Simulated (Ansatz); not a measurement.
This geometry of C2H4OS (8 atoms, charge 0, multiplicity 1) is a first-order saddle point.

Level of theory: RKS B3LYP/def2-SVP in Ansatz 0.2.0.

```xyz
8
Properties=species:S:1:pos:R:3
H -1.228 -0.919 -1.506
O -0.722 -1.360 -0.335
C -0.254 -0.183 -0.343
C 0.587 0.346 0.775
S -0.748 0.640 -1.762
H 0.864 -0.469 1.457
H 0.014 1.106 1.331
H 1.488 0.839 0.383
```

Question: Which two structures does it join? (They come from a converged band through this point; their orientation in space is the band's.)

Answer: Bonds broken: H1–O2. Bonds formed: H1–S5.

Image 0:

```xyz
8
Properties=species:S:1:pos:R:3
H -1.497 -1.253 -1.089
O -1.032 -1.052 -0.257
C -0.201 -0.034 -0.509
C 0.566 0.357 0.720
S -0.078 0.664 -1.988
H 1.121 -0.516 1.102
H -0.139 0.658 1.513
H 1.260 1.177 0.508
```

Image 10:

```xyz
8
Properties=species:S:1:pos:R:3
H -1.490 -0.511 -2.136
O -0.524 -1.608 -0.008
C -0.235 -0.453 -0.162
C 0.610 0.360 0.797
S -0.795 0.515 -1.595
H 1.016 -0.307 1.568
H -0.010 1.137 1.272
H 1.429 0.867 0.264
```

Question: How far does it lie above each of them?

Answer: 114.1 kJ/mol above the first and 129.8 kJ/mol above the second. This is the barrier of this one path; another mechanism may lie lower. The orbitals stay closed-shell, which can raise the energy where a bond breaks towards radicals; this wasn't checked here.

Time of the run: 100 s on 2 threads of Arm Neoverse V2 (shared host), peak memory 0.15 GiB.
